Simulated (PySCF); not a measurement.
Gas-phase reaction: 2 N + H₂ + 2 SiH₄ = 2 H₃SiNH₂

Energies from PySCF, thermal terms from the rigid-rotor harmonic-oscillator model, ideal gas at 1 bar. † marks an energy on the PBE0/def2-TZVP geometry and frequencies; other levels use their own. 6-31G* has spherical d functions here. Open shells (unrestricted): N (multiplicity 4); the rest are closed-shell singlets. H₃SiNH₂: computed as isolated molecules; such fragments, hydroxides, amides, oligomers or adducts are transient or little studied in the gas.

LDA/def2-TZVP† gives ΔH°(298 K) = -1362 kJ.

### Question
What do M06-2X/def2-TZVP†, HF/def2-TZVP†, HF/6-31G* give?

### Answer
M06-2X/def2-TZVP†: -1106 kJ; HF/def2-TZVP†: -577 kJ; HF/6-31G*: -512 kJ. For scale, ΔH°(298 K) is -1362 kJ at this level, -1111 kJ at ωB97M-V/def2-TZVP†, and runs from -1783 to -512 kJ over the 20 levels computed.
